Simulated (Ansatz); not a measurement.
Gas-phase reaction in SMILES: C (CH4) → [CH3] (CH3) + H atom (the C-H bond breaks)

Quantity: bond dissociation energy (electronic), in kcal/mol. Terms: six Cartesian d functions in 6-31G* and its kin unless marked 5d; no dispersion term unless named; valence correlation only; no spin-orbit coupling; 6-311+G** with 5d; non-relativistic; UHF or UKS for open shells; LANL2DZ all-electron up to Ne. CBS(X,Y): correlation extrapolated as X^-3; Hartree-Fock from the larger set. Ab initio and DFT rows: single points at B3LYP-D3(BJ) geometries (Ansatz, a program for electronic structure).

Coupled cluster (Ansatz) is a level with limits of its own, used here on species with T1 under 0.025 (0.045 for open shells) and stable references: CCSD(T)/CBS(def2-TZVPPD,def2-QZVPPD).

Value to compare with, CCSD(T)/CBS(def2-TZVPPD,def2-QZVPPD) (Ansatz): 112.5 kcal/mol.

```tsv
level	program	bond dissociation energy (electronic) (kcal/mol)	difference
PBE/STO-3G	Ansatz	143.1	30.6
PBE/3-21G	Ansatz	114.1	1.6
PBE/LANL2DZ	Ansatz	112.0	-0.5
PBE/6-31G*	Ansatz	112.2	-0.3
PBE/def2-SVP	Ansatz	110.6	-1.9
PBE/6-311+G**	Ansatz	110.1	-2.4
PBE/def2-TZVPD	Ansatz	109.9	-2.6
```

Among the 6 habitual levels, PBE/STO-3G lies farthest from CCSD(T)/CBS(def2-TZVPPD,def2-QZVPPD) (Ansatz) (30.6 kcal/mol); 2 of 6 lie above it, and their mean absolute difference is 6.2 kcal/mol, the median 1.8. One case shows no general order.

The sets are all those run for this method; runs whose electronic state is in doubt are left out.
